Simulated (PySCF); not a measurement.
Species: propene, C3H6.
SMILES: `C=CC`

Theory: TDDFT wB97X-D/def2-SVPD, vertical, gas phase, core orbitals frozen in the response in PySCF 2.14.0, density-fitted response routines. Isolated species at its GFN2-xTB geometry, gas phase.

Each state is given a Gaussian of 0.25 eV full width at half maximum, with ε(max) = 2.175×10⁸ f / Δν̃ (Δν̃ the width in cm⁻¹). The width is an assumption, not a result. The curve ends short of the highest state used, and states not computed would add to its high-energy end.

```tsv
E (eV)	ε (L mol⁻¹ cm⁻¹)
7.13	7
7.19	47
7.26	295
7.32	1079
7.38	3258
7.44	8392
7.51	20447
7.57	34725
7.63	45330
7.69	44208
7.76	29131
7.82	14499
7.88	5255
7.94	1386
8.01	201
8.07	46
8.13	60
8.19	136
8.26	351
8.32	800
8.38	1644
8.44	2700
8.51	3355
8.57	2894
8.63	1820
8.70	709
8.76	224
8.82	51
8.88	9
8.95	1
9.01	2
9.07	6
9.13	19
9.20	47
9.26	72
9.32	83
```

Problem. Locate the maxima and give the states behind the curve.

Solution. 162 nm (7.66 eV), ε about 47000, made up of S2 (97%); 146 nm (8.51 eV), ε about 3400, made up of S5 (99%) (ε in L mol⁻¹ cm⁻¹; maxima over ε = 5, shares over 10%). At its high-energy end, 9.32 eV, the curve is still rising (ε about 83, from S6). The states used: S1 7.51 eV (f 0.035); S2 7.66 eV (f 0.419); S3 8.28 eV (f 0.0013); S4 8.39 eV (f 0.0004); S5 8.51 eV (f 0.031); S6 9.31 eV (f 0.0007); S7 9.63 eV (f 0.0019); S8 9.92 eV (f 0.055).

Problem. What would ε be at 7.66 eV, the highest of these maxima, with half the width (0.125 eV)?

Solution. About 90500 L mol⁻¹ cm⁻¹ against 46500, a factor of about 1.9; a lone state at its own centre would give exactly 2.

Problem. Coming from long wavelengths, where does ε first pass 100 L mol⁻¹ cm⁻¹?

Solution. At about 172 nm (7.22 eV), 0.29 eV below S1.
